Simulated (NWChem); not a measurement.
# Correlation energy of fluorine (F2)

SMILES: FF
```xyz
2

F      0.0000     0.0000     0.6882
F      0.0000     0.0000    -0.6882
```
Charge 0, spin multiplicity 1.

Program: NWChem. All single points use one geometry, from PBE0/def2-SVP, a minimum by its harmonic frequencies.

Basis set: cc-pVTZ. Each correlation energy counts from its own Hartree-Fock reference.

| method | correlation energy (mHa) | difference from CCSD(T) |
|---|---|---|
| CR-CCSD[T] | -536.9 | +2.4 |
| CR-CCSD(T) | -536.3 | +2.9 |
| RI-MP2 | -518.4 | +20.9 |
| CCSD(T) | -539.2 | 0.0 |
| MP2 | -518.4 | +20.9 |
| SCS-MP2 | -508.5 | +30.8 |
| CCSD | -522.1 | +17.1 |
| CCSD+T(CCSD) | -539.9 | -0.6 |

The values span 31.4 mHa, from CCSD+T(CCSD) (lowest) to SCS-MP2 (highest). 

The correlated methods keep 2 core orbitals frozen. Coupled-cluster values serve here as a point of comparison, not as the truth.
